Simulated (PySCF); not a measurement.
Compound: C2H6.
Numbering: `[CH3:1][CH3:2]` (hydrogens: H3, H4, H5 on C1; H6, H7, H8 on C2)

A GFN2-xTB structure was refined with PBE0-D3(BJ)/def2-SVP geometry optimisation, gas phase in PySCF 2.14.0. Its GFN2-xTB values:

```tsv
coordinate	GFN2-xTB
C1–C2	1.493 Å
C1–H3	1.100 Å
C2–C1–H3	113.1°
H3–C1–H4	106.8°
```

Task: How do these coordinates change at the PBE0-D3(BJ)/def2-SVP level?

Result: 
| coordinate | PBE0-D3(BJ)/def2-SVP (Å or °) | change |
| --- | --- | --- |
| C1–C2 | 1.519 | +0.026 |
| C1–H3 | 1.101 | +0.001 |
| C2–C1–H3 | 111.6 | -1.5 |
| H3–C1–H4 | 107.3 | +0.5 |

The energy falls by 0.92 kcal/mol over 4 energy and gradient evaluations, the largest force component goes from 0.0191 to 5.8e-05 Eh/bohr, and the atoms move by 0.025 Å rms after alignment. The bond that changes most is C1–C2 (both ends methyl carbon), which lengthens by 0.026 Å. Bonds longer at the end by more than 0.005 Å: 3 of 7; shorter: 1. Rotational constants go from 80325, 20677, 20660 to 79709, 20041, 20039 MHz.

The run used 58 basis functions and 21 SCF cycles in all.

Whether it is a minimum is left open (no frequencies).
